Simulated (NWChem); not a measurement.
**[AlSiNH7]− (SMILES [AlH3-][NH][SiH3]) at 4 levels**

Aim: a comparison of 4 runs (HF/STO-3G, HF/3-21G, B3LYP/6-31G*) of [AlSiNH7]−. 

The results are computed with NWChem 7.3.0.

### 1 The molecule

[AlSiNH7]− has 10 atoms, charge -1, and is taken as a singlet. SMILES: `[AlH3-][NH][SiH3]`. Geometry: a GFN2-xTB relaxation, a rough one for these elements and not checked as a minimum.

Bond lengths: Al1–N2 1.881 Å, N2–Si3 1.696 Å, Al1–H4 1.609 Å, Al1–H5 1.623 Å, Al1–H6 1.614 Å, N2–H7 1.014 Å, Si3–H8 1.471 Å, Si3–H9 1.486 Å, Si3–H10 1.487 Å. Some angles: Al1–N2–Si3 140.3°, Al1–N2–H7 106.8°, Si3–N2–H7 112.5°, N2–Al1–H4 109.9°, N2–Al1–H5 104.3°, N2–Al1–H6 109.3°, N2–Si3–H8 112.4°, N2–Si3–H9 115.8°, N2–Si3–H10 110.1°, H4–Al1–H5 111.6°.

### 2 Energy and gradient at HF/STO-3G (run 1)

Input file alh7nsi.xyz:

```xyz
10
AlH7NSi hf
Al    -1.290600     0.633170    -0.950950
N      0.384440     0.156670    -0.239740
Si     1.052220    -0.725850     1.045060
H     -2.270840    -0.643230    -0.948820
H     -0.959990     1.129480    -2.459960
H     -1.915640     1.842370    -0.082980
H      1.082020     0.683210    -0.753470
H      0.400700    -2.032750     1.225670
H      1.023410    -0.057730     2.372130
H      2.494280    -0.985320     0.793080
```

Input file run.py:

```python
from ase.io import read
from ase.calculators.nwchem import NWChem

atoms = read('alh7nsi.xyz')

calc = NWChem(
    label='alh7nsi',
    theory='scf',
    memory='2200 mb',
    basis='STO-3G',
    basispar='spherical bse',
    charge=-1,
    scf={'nopen': '0', 'rhf': None, 'thresh': '1e-08', 'maxiter': '80'},
)
atoms.calc = calc

forces = atoms.get_forces()
e = atoms.get_potential_energy()
print(f"E = {e:.6f} eV")
print("forces (eV/A):")
for s, f in zip(atoms.symbols, forces):
    print(f"{s:2s} {f[0]:10.5f} {f[1]:10.5f} {f[2]:10.5f}")
print("dipole (e A):", atoms.get_dipole_moment().round(4))
```

Started as:

```bash
$ export ASE_NWCHEM_COMMAND="nwchem PREFIX.nwi > PREFIX.nwo"
$ python run.py
```

What it wrote:

```text
E = -15845.602193 eV
forces (eV/A):
Al   -0.47997    0.12089   -0.29455
N    -1.74393    0.40315   -0.87839
Si    0.86245   -0.34957    0.61429
H     1.24616    1.67523    0.04196
H    -0.54199   -0.66993    2.09478
H     0.75087   -1.60267   -1.14342
H     0.70273    0.06150    0.16445
H     0.55289    1.03328    0.04859
H     0.01167   -0.76022   -1.09215
H    -1.36094    0.08834    0.44439
dipole (e A): [ 0.9327 -0.3882  0.6265]
```

The calculator wrote alh7nsi.nwi:

```
title "alh7nsi"

permanent_dir alh7nsi

scratch_dir alh7nsi

start alh7nsi

geometry units angstrom nocenter noautosym noautoz
  Al -1.2906000000000000e+00 6.3317000000000001e-01 -9.5094999999999996e-01
  N  3.8444000000000000e-01 1.5667000000000000e-01 -2.3974000000000001e-01
  Si 1.0522199999999999e+00 -7.2585000000000000e-01 1.0450600000000001e+00
  H  -2.2708400000000002e+00 -6.4322999999999997e-01 -9.4882000000000000e-01
  H  -9.5999000000000001e-01 1.1294800000000000e+00 -2.4599600000000001e+00
  H  -1.9156400000000000e+00 1.8423700000000001e+00 -8.2979999999999998e-02
  H  1.0820200000000000e+00 6.8320999999999998e-01 -7.5346999999999997e-01
  H  4.0070000000000000e-01 -2.0327500000000001e+00 1.2256700000000000e+00
  H  1.0234099999999999e+00 -5.7729999999999997e-02 2.3721299999999998e+00
  H  2.4942799999999998e+00 -9.8531999999999997e-01 7.9308000000000001e-01
end

charge -1

memory 2200 mb

basis spherical bse noprint
   * library STO-3G
end

scf
  nopen 0
  rhf
  thresh 1e-08
  maxiter 80
end

task scf gradient
```

alh7nsi.nwo:

```text
Northwest Computational Chemistry Package (NWChem) 7.3.0
             --------------------------------------------------------

           Job information
           ---------------

    nwchem branch   = 7.3.0
    use scalapack   = T
    input           = alh7nsi.nwi
    prefix          = alh7nsi.
    data base       = alh7nsi/alh7nsi.db
    status          = startup
    nproc           =        1

           Memory information
           ------------------

[... 5 lines left out ...]
    hardfail = no
[... 140 lines left out ...]
         Quadratically convergent ROHF
[... 14 lines left out ...]
       Final RHF  results
[... 4 lines left out ...]
      Two-electron energy =    381.674525779175
[... 39 lines left out ...]
                       ROHF Final Molecular Orbital Analysis
[... 200 lines left out ...]
                 ----------------------------------------
                 |  Time  |  1-e(secs)   |  2-e(secs)   |
                 ----------------------------------------
                 |  CPU   |       0.00   |       0.42   |
                 ----------------------------------------
                 |  WALL  |       0.00   |       0.42   |
                 ----------------------------------------

 Task  times  cpu:        1.7s     wall:        1.7s
 Total times  cpu:        1.7s     wall:        1.7s
```

Wall time 2.7 s (1 thread of Intel Xeon Platinum 8488C (Sapphire Rapids), shared host); peak memory 0.098 GiB.

### 3 Energy and forces at HF/3-21G (run 2)

Input file run.py:

```python
from ase import Atoms
from ase.calculators.nwchem import NWChem

molecule = Atoms(['Al', 'N', 'Si', 'H', 'H', 'H', 'H', 'H', 'H', 'H'], positions=[
    [-1.290600, 0.633170, -0.950950],
    [0.384440, 0.156670, -0.239740],
    [1.052220, -0.725850, 1.045060],
    [-2.270840, -0.643230, -0.948820],
    [-0.959990, 1.129480, -2.459960],
    [-1.915640, 1.842370, -0.082980],
    [1.082020, 0.683210, -0.753470],
    [0.400700, -2.032750, 1.225670],
    [1.023410, -0.057730, 2.372130],
    [2.494280, -0.985320, 0.793080],
])

calc = NWChem(
    label='alh7nsi',
    theory='scf',
    memory='2200 mb',
    basis='3-21G',
    basispar='spherical bse',
    charge=-1,
    scf={'nopen': '0', 'rhf': None, 'thresh': '1e-08', 'maxiter': '80'},
)
molecule.calc = calc

forces = molecule.get_forces()
e = molecule.get_potential_energy()
print(f"E = {e:.6f} eV")
print("forces (eV/A):")
for s, f in zip(molecule.symbols, forces):
    print(f"{s:2s} {f[0]:10.5f} {f[1]:10.5f} {f[2]:10.5f}")
print("dipole (e A):", molecule.get_dipole_moment().round(4))
```

Started as:

```bash
$ export ASE_NWCHEM_COMMAND="nwchem PREFIX.nwi > PREFIX.nwo"
$ python run.py
```

What it wrote:

```text
E = -15952.065072 eV
forces (eV/A):
Al    0.71729   -0.33712    0.43390
N     0.06999    0.76557   -1.05055
Si   -0.21659    0.13421    0.03312
H    -0.49746   -0.42932   -0.01466
H    -0.01028    0.21114   -0.49453
H    -0.44526    0.48445    0.21134
H    -0.03054   -0.08361    0.03358
H    -0.12552   -0.52934    0.24395
H     0.07744   -0.00843    0.53500
H     0.46090   -0.20749    0.06880
dipole (e A): [ 1.0418 -0.3441  0.5682]
```

The calculator wrote alh7nsi.nwi:

```
title "alh7nsi"

permanent_dir alh7nsi

scratch_dir alh7nsi

start alh7nsi

geometry units angstrom nocenter noautosym noautoz
  Al -1.2906000000000000e+00 6.3317000000000001e-01 -9.5094999999999996e-01
  N  3.8444000000000000e-01 1.5667000000000000e-01 -2.3974000000000001e-01
  Si 1.0522199999999999e+00 -7.2585000000000000e-01 1.0450600000000001e+00
  H  -2.2708400000000002e+00 -6.4322999999999997e-01 -9.4882000000000000e-01
  H  -9.5999000000000001e-01 1.1294800000000000e+00 -2.4599600000000001e+00
  H  -1.9156400000000000e+00 1.8423700000000001e+00 -8.2979999999999998e-02
  H  1.0820200000000000e+00 6.8320999999999998e-01 -7.5346999999999997e-01
  H  4.0070000000000000e-01 -2.0327500000000001e+00 1.2256700000000000e+00
  H  1.0234099999999999e+00 -5.7729999999999997e-02 2.3721299999999998e+00
  H  2.4942799999999998e+00 -9.8531999999999997e-01 7.9308000000000001e-01
end

charge -1

memory 2200 mb

basis spherical bse noprint
   * library 3-21G
end

scf
  nopen 0
  rhf
  thresh 1e-08
  maxiter 80
end

task scf gradient
```

alh7nsi.nwo:

```text
Northwest Computational Chemistry Package (NWChem) 7.3.0
             --------------------------------------------------------

           Job information
           ---------------

    nwchem branch   = 7.3.0
    use scalapack   = T
    input           = alh7nsi.nwi
    prefix          = alh7nsi.
    data base       = alh7nsi/alh7nsi.db
    status          = startup
    nproc           =        1

           Memory information
           ------------------

[... 5 lines left out ...]
    hardfail = no
[... 140 lines left out ...]
         Quadratically convergent ROHF
[... 14 lines left out ...]
       Final RHF  results
[... 4 lines left out ...]
      Two-electron energy =    377.368874398626
[... 40 lines left out ...]
                       ROHF Final Molecular Orbital Analysis
[... 205 lines left out ...]
                 ----------------------------------------
                 |  Time  |  1-e(secs)   |  2-e(secs)   |
                 ----------------------------------------
                 |  CPU   |       0.00   |       0.54   |
                 ----------------------------------------
                 |  WALL  |       0.00   |       0.54   |
                 ----------------------------------------

 Task  times  cpu:        2.1s     wall:        2.1s
 Total times  cpu:        2.2s     wall:        2.2s
```

Wall time 3.3 s (1 thread of Intel Xeon Platinum 8488C (Sapphire Rapids), shared host); peak memory 0.098 GiB.

### 4 Energy and forces at B3LYP/6-31G(d) (spherical functions) (run 3)

Input file run.py:

```python
from ase import Atoms
from ase.calculators.nwchem import NWChem

mol = Atoms(['Al', 'N', 'Si', 'H', 'H', 'H', 'H', 'H', 'H', 'H'], positions=[
    [-1.290600, 0.633170, -0.950950],
    [0.384440, 0.156670, -0.239740],
    [1.052220, -0.725850, 1.045060],
    [-2.270840, -0.643230, -0.948820],
    [-0.959990, 1.129480, -2.459960],
    [-1.915640, 1.842370, -0.082980],
    [1.082020, 0.683210, -0.753470],
    [0.400700, -2.032750, 1.225670],
    [1.023410, -0.057730, 2.372130],
    [2.494280, -0.985320, 0.793080],
])

calc = NWChem(
    label='run',
    theory='dft',
    memory='2200 mb',
    basis='6-31G*',
    basispar='spherical bse',
    charge=-1,
    dft={'xc': 'b3lyp', 'mult': '1', 'grid': 'xfine', 'convergence': 'energy 1e-08', 'iterations': '100', 'mulliken': None},
)
mol.calc = calc

forces = mol.get_forces()
print(f"energy = {mol.get_potential_energy():.6f} eV")
print("forces (eV/A):")
for s, f in zip(mol.symbols, forces):
    print(f"{s:2s} {f[0]:10.5f} {f[1]:10.5f} {f[2]:10.5f}")
print("dipole (e A):", mol.get_dipole_moment().round(4))
```

Started as:

```bash
$ export ASE_NWCHEM_COMMAND="nwchem PREFIX.nwi > PREFIX.nwo"
$ python run.py
```

What it wrote:

```text
energy = -16080.711326 eV
forces (eV/A):
Al   -0.01507   -0.04695    0.08289
N     0.33784   -0.13761   -0.10197
Si   -0.26128    0.58436   -0.63450
H    -0.27634   -0.26297    0.01409
H     0.02242    0.12074   -0.25824
H    -0.26909    0.28699    0.11899
H     0.20188    0.06613   -0.01358
H    -0.19129   -0.46110    0.21052
H     0.04433    0.00242    0.51967
H     0.40659   -0.15206    0.06212
dipole (e A): [ 0.9815 -0.322   0.5185]
```

The calculator wrote run.nwi:

```
title "run"

permanent_dir run

scratch_dir run

start run

geometry units angstrom nocenter noautosym noautoz
  Al -1.2906000000000000e+00 6.3317000000000001e-01 -9.5094999999999996e-01
  N  3.8444000000000000e-01 1.5667000000000000e-01 -2.3974000000000001e-01
  Si 1.0522199999999999e+00 -7.2585000000000000e-01 1.0450600000000001e+00
  H  -2.2708400000000002e+00 -6.4322999999999997e-01 -9.4882000000000000e-01
  H  -9.5999000000000001e-01 1.1294800000000000e+00 -2.4599600000000001e+00
  H  -1.9156400000000000e+00 1.8423700000000001e+00 -8.2979999999999998e-02
  H  1.0820200000000000e+00 6.8320999999999998e-01 -7.5346999999999997e-01
  H  4.0070000000000000e-01 -2.0327500000000001e+00 1.2256700000000000e+00
  H  1.0234099999999999e+00 -5.7729999999999997e-02 2.3721299999999998e+00
  H  2.4942799999999998e+00 -9.8531999999999997e-01 7.9308000000000001e-01
end

charge -1

memory 2200 mb

basis spherical bse noprint
   * library 6-31G*
end

dft
  xc b3lyp
  mult 1
  grid xfine
  convergence energy 1e-08
  iterations 100
  mulliken
end

task dft gradient
```

run.nwo:

```text
Northwest Computational Chemistry Package (NWChem) 7.3.0
             --------------------------------------------------------

           Job information
           ---------------

    nwchem branch   = 7.3.0
    use scalapack   = T
    input           = run.nwi
    prefix          = run.
    data base       = run/run.db
    status          = startup
    nproc           =        1

           Memory information
           ------------------

[... 5 lines left out ...]
    hardfail = no
[... 109 lines left out ...]
  convergence criterion.
[... 43 lines left out ...]
          Spatial weights used:  Erf1
[... 34 lines left out ...]
 1-e energy   =   -1127.872146
[... 43 lines left out ...]
           Coulomb energy =      426.410791742145
[... 518 lines left out ...]
          Convergence on density requested:  1.00D-05
[... 29 lines left out ...]
          total energy or number of iterations.
[... 36 lines left out ...]
                 ----------------------------------------
                 |  Time  |  1-e(secs)   |  2-e(secs)   |
                 ----------------------------------------
                 |  CPU   |       0.01   |       3.80   |
                 ----------------------------------------
                 |  WALL  |       0.01   |       3.80   |
                 ----------------------------------------

 Task  times  cpu:       30.3s     wall:       30.3s
 Total times  cpu:       30.3s     wall:       30.3s
```

Run time: 32 s. Hardware: 1 thread of Intel Xeon Platinum 8488C (Sapphire Rapids), shared host; peak memory 0.15 GiB.

### 5 Energy and forces at B3LYP/6-31G(d) (Cartesian functions) (run 4)

Changes to run.py since step 4:

```diff
@@ -17,3 +17,3 @@
 calc = NWChem(
-    label='run',
+    label='mol',
     theory='dft',
@@ -21,3 +21,2 @@
     basis='6-31G*',
-    basispar='spherical bse',
     charge=-1,
```

Started as:

```bash
$ export ASE_NWCHEM_COMMAND="nwchem PREFIX.nwi > PREFIX.nwo"
$ python run.py
```

What it wrote:

```text
energy = -16080.829606 eV
forces (eV/A):
Al   -0.00689   -0.05024    0.08798
N     0.33178   -0.14136   -0.09780
Si   -0.26739    0.59346   -0.64766
H    -0.27403   -0.26030    0.01424
H     0.02191    0.11981   -0.25536
H    -0.26791    0.28447    0.11714
H     0.20337    0.06412   -0.01028
H    -0.19067   -0.46028    0.20996
H     0.04484    0.00242    0.51880
H     0.40505   -0.15211    0.06294
dipole (e A): [ 0.9804 -0.3222  0.5188]
```

The calculator wrote mol.nwi:

```
title "mol"

permanent_dir mol

scratch_dir mol

start mol

geometry units angstrom nocenter noautosym noautoz
  Al -1.2906000000000000e+00 6.3317000000000001e-01 -9.5094999999999996e-01
  N  3.8444000000000000e-01 1.5667000000000000e-01 -2.3974000000000001e-01
  Si 1.0522199999999999e+00 -7.2585000000000000e-01 1.0450600000000001e+00
  H  -2.2708400000000002e+00 -6.4322999999999997e-01 -9.4882000000000000e-01
  H  -9.5999000000000001e-01 1.1294800000000000e+00 -2.4599600000000001e+00
  H  -1.9156400000000000e+00 1.8423700000000001e+00 -8.2979999999999998e-02
  H  1.0820200000000000e+00 6.8320999999999998e-01 -7.5346999999999997e-01
  H  4.0070000000000000e-01 -2.0327500000000001e+00 1.2256700000000000e+00
  H  1.0234099999999999e+00 -5.7729999999999997e-02 2.3721299999999998e+00
  H  2.4942799999999998e+00 -9.8531999999999997e-01 7.9308000000000001e-01
end

charge -1

memory 2200 mb

basis noprint
   * library 6-31G*
end

dft
  xc b3lyp
  mult 1
  grid xfine
  convergence energy 1e-08
  iterations 100
  mulliken
end

task dft gradient
```

mol.nwo:

```text
Northwest Computational Chemistry Package (NWChem) 7.3.0
             --------------------------------------------------------

           Job information
           ---------------

    nwchem branch   = 7.3.0
    use scalapack   = T
    input           = mol.nwi
    prefix          = mol.
    data base       = mol/mol.db
    status          = startup
    nproc           =        1

           Memory information
           ------------------

[... 5 lines left out ...]
    hardfail = no
[... 109 lines left out ...]
  convergence criterion.
[... 43 lines left out ...]
          Spatial weights used:  Erf1
[... 34 lines left out ...]
 1-e energy   =   -1127.872152
[... 43 lines left out ...]
           Coulomb energy =      426.281720167934
[... 539 lines left out ...]
          Convergence on density requested:  1.00D-05
[... 29 lines left out ...]
          total energy or number of iterations.
[... 36 lines left out ...]
                 ----------------------------------------
                 |  Time  |  1-e(secs)   |  2-e(secs)   |
                 ----------------------------------------
                 |  CPU   |       0.00   |       3.77   |
                 ----------------------------------------
                 |  WALL  |       0.00   |       3.77   |
                 ----------------------------------------

 Task  times  cpu:       31.3s     wall:       31.3s
 Total times  cpu:       31.4s     wall:       31.4s
```

Run time: 32 s. Hardware: 1 thread of Intel Xeon Platinum 8488C (Sapphire Rapids), shared host; peak memory 0.15 GiB.

### 6 All runs side by side

```
run                               level  iteration cap  module  energy (Eh)  HOMO energy (eV)  LUMO energy (eV)  HOMO–LUMO gap (eV)  wall time
  1                           HF/STO-3G             80     scf  -582.315145             -0.75             18.79               19.54      2.7 s
  2                            HF/3-21G             80     scf  -586.227583             -4.51              8.58               13.09      3.3 s
  3  B3LYP/6-31G* (spherical functions)            100     dft  -590.955246             -1.35              4.81                6.16       32 s
  4  B3LYP/6-31G* (Cartesian functions)            100     dft  -590.959593             -1.35              4.78                6.13       32 s
```

### 7 Summary of results

| quantity | value |
| --- | --- |
| run 4: total energy | -590.95959 Eh |
| run 4: HOMO energy | -1.35 eV |
| run 4: LUMO energy | 4.78 eV |
| run 4: HOMO–LUMO gap (to an unbound level, set by the basis) | 6.13 eV |
| run 4: largest force on an atom | 0.918 eV/Å |

**Reading.** The HOMO–LUMO gap runs from 6.13 eV (B3LYP/6-31G*) to 19.54 eV (HF/STO-3G). The two ends differ in method and basis. The empty levels of an anion lie above zero and hang on the basis. In run 1 the basis is minimal, so the values are rough. All runs together took 70 s, the longest 32 s.
